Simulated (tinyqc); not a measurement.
Worked calculation: Pariser-Parr-Pople SCF with singles CI, for the molecule [CH2-]C=CF (SMILES; centres numbered as the heavy atoms are written). One step of it, computed by the program tinyqc.

Problem. Iteration 1: Fock matrix. F_rr = H_rr + P_rr gamma_rr / 2 + sum_(s != r) P_ss gamma_rs; F_rs = H_rs - P_rs gamma_rs / 2; E = tr P (H + F) / 2 + core repulsion sum_(r<s) z_r z_s gamma_rs.

P at the start, lower triangle:
```
           1C         2C        3C        4F
1C   1.680061
2C   0.501595   1.213609
3C  -0.466453   0.731296  1.319939
4F   0.261422  -0.409854  0.381139  1.786391
```

core matrix H (eV), lower triangle:
```
            1C          2C          3C          4F
1C  -31.511965
2C   -2.390000  -37.423243
3C    0.000000   -2.390000  -41.334737
4F    0.000000    0.000000   -2.100000  -57.048782
```

repulsion gamma_rs (eV), lower triangle:
```
           1C         2C         3C         4F
1C  11.130000
2C   7.551966  11.130000
3C   5.239207   7.555018  11.130000
4F   3.780396   5.578130   8.690256  21.400000
```

Centres (angstrom, eV; a flat drawing with bonds scaled to 1.40 angstrom):

| centre | x | y | core charge z | W | gamma_rr |
|---|---|---|---|---|---|
| 1C | -1.848000 | -0.127000 | 1 | 11.160000 | 11.130000 |
| 2C | -0.559000 | 0.421000 | 1 | 11.160000 | 11.130000 |
| 3C | 0.559000 | -0.421000 | 1 | 11.160000 | 11.130000 |
| 4F | 1.848000 | 0.127000 | 2 | 39.000000 | 21.400000 |

Give: F; pi energy.

Solution.

F (eV), lower triangle:
```
         1C       2C       3C        4F
1C   0.6714
2C  -4.2840   1.9551
3C   1.2219  -5.1525  -0.4941
4F  -0.4941   1.1431  -3.7561  -13.3428
```

pi energy = -93.7277 eV
